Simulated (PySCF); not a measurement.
Computed with r2SCAN-D4/def2-TZVP // r2SCAN-D4/def2-SVP (PySCF). Gas-phase values, no solvent. 

Reference species (SMILES): `[SiH3]` (neutral, multiplicity 2).

```
Item           Result
-------------  ------
dipole moment  0.05 D
```

Changed species: `[SnH3]` (radical fragment; the reference has radical fragment).

Question: Give the shifts of the dipole moment.

Answer: the dipole moment increases by 0.29 D, to 0.34 D.
